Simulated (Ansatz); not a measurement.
Bi2S3 (Pnma, No. 62) was calculated with LDA (plane waves, PAW; Ansatz, a first-principles code).

Numerical settings: plane-wave cutoff 520 eV, 4×8×4 k mesh (along the axes of the cell as run), Fermi–Dirac smearing 0.01 eV, scalar-relativistic PAW data made under PBE.

Cell (relaxed at this level):

```xyz
20
Lattice="11.0078 0.0000 0.0000 0.0000 3.9392 0.0000 0.0000 0.0000 10.8378" Properties=species:S:1:pos:R:3 pbc="T T T"
Bi     0.0514     0.9848     3.5138
Bi    10.9564     2.9544     7.3240
Bi     5.4525     2.9544     8.9326
Bi     5.5553     0.9848     1.9051
Bi     1.8504     2.9544     0.3238
Bi     9.1575     0.9848    10.5139
Bi     3.6536     0.9848     5.7427
Bi     7.3543     2.9544     5.0951
S      4.9541     2.9544     4.0172
S      6.0537     0.9848     6.8206
S      0.5498     0.9848     9.4361
S     10.4580     2.9544     1.4017
S      1.3557     2.9544     4.7974
S      9.6521     0.9848     6.0404
S      4.1482     0.9848    10.2162
S      6.8596     2.9544     0.6215
S      7.9150     0.9848     3.3011
S      3.0928     2.9544     7.5367
S      8.5967     2.9544     8.7200
S      2.4111     0.9848     2.1178
```

### Question
What does this level give for the band gap?

### Answer

band gap: 1.09 eV (on the SCF k mesh)

Measured, for comparison: band gap 1.3 eV (temperature not stated, not corrected to a static lattice; as tabulated in Wikipedia's data pages).

Note: the relaxation could not lower the start's symmetry, so the cell can be a saddle point above a distorted one; the volume lies 7 % below that of the published cell.

Spin–orbit coupling is not included; with these elements it can move the gap by several tenths of an eV or more.

Computing time: very roughly 30 core-minutes.
